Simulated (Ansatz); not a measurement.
The cluster P5⁺, relaxed as a triplet with UKS B3LYP-D4/def2-SVP in Ansatz, starting from the B3LYP-D4/def2-SVP geometry of the charge +1 singlet. Force threshold 0.02 eV/Å.

At B3LYP-D4/def2-SVP a singlet of charge 1 lies 1.37 eV below the triplet, each at its own geometry. The structure comes from a short search, and lower isomers may exist.

Start:

```tsv
atom	x (Å)	y (Å)	z (Å)
P1	1.251	-0.475	0.431
P2	-0.472	0.915	1.233
P3	0.384	1.360	-0.763
P4	-1.009	-1.123	0.547
P5	-0.153	-0.678	-1.448
```

```json
{"step": "1", "energy (eV)": "-46421.9839", "largest force component (eV/Å)": "1.553", "SCF passes": "48"}
{"step": "2", "energy (eV)": "-46422.5506", "largest force component (eV/Å)": "0.244", "SCF passes": "25"}
{"step": "3", "energy (eV)": "-46422.5915", "largest force component (eV/Å)": "0.084", "SCF passes": "24"}
{"step": "4", "energy (eV)": "-46422.5962", "largest force component (eV/Å)": "0.067", "SCF passes": "23"}
{"step": "5", "energy (eV)": "-46422.6067", "largest force component (eV/Å)": "0.166", "SCF passes": "24"}
{"step": "6 (rejected)", "energy (eV)": "-46422.4400", "largest force component (eV/Å)": "1.590", "SCF passes": "27"}
{"step": "7", "energy (eV)": "-46422.6285", "largest force component (eV/Å)": "0.156", "SCF passes": "25"}
{"step": "8 (rejected)", "energy (eV)": "-46422.6276", "largest force component (eV/Å)": "0.836", "SCF passes": "28"}
{"step": "9", "energy (eV)": "-46422.6568", "largest force component (eV/Å)": "0.265", "SCF passes": "25"}
{"step": "10", "energy (eV)": "-46422.6957", "largest force component (eV/Å)": "0.507", "SCF passes": "25"}
{"step": "11", "energy (eV)": "-46422.7331", "largest force component (eV/Å)": "0.484", "SCF passes": "31"}
{"step": "12", "energy (eV)": "-46422.7658", "largest force component (eV/Å)": "1.036", "SCF passes": "37"}
{"step": "13", "energy (eV)": "-46422.8094", "largest force component (eV/Å)": "1.767", "SCF passes": "30"}
{"step": "14", "energy (eV)": "-46423.0433", "largest force component (eV/Å)": "0.938", "SCF passes": "27"}
{"step": "15", "energy (eV)": "-46423.0520", "largest force component (eV/Å)": "0.634", "SCF passes": "25"}
{"step": "16", "energy (eV)": "-46423.1496", "largest force component (eV/Å)": "0.047", "SCF passes": "22"}
{"step": "17", "energy (eV)": "-46423.1501", "largest force component (eV/Å)": "0.015", "SCF passes": "19"}
```

Force components are those of the run's own axes.

End:

```
atom    x (Å)    y (Å)    z (Å)
  P1   1.4688  -0.2806   0.3412
  P2  -0.2670   0.7380   1.3820
  P3   0.1774   1.3197  -0.7632
  P4  -1.4341  -0.9049   0.3674
  P5   0.0549  -0.8722  -1.3274
```

Bonds lost: P1–P4 (atoms count from 1).

No frequencies were taken in this run, so the end may be a saddle point.

Hardware: 4 threads of Arm Neoverse V2 on a shared host. Wall time 21 s.
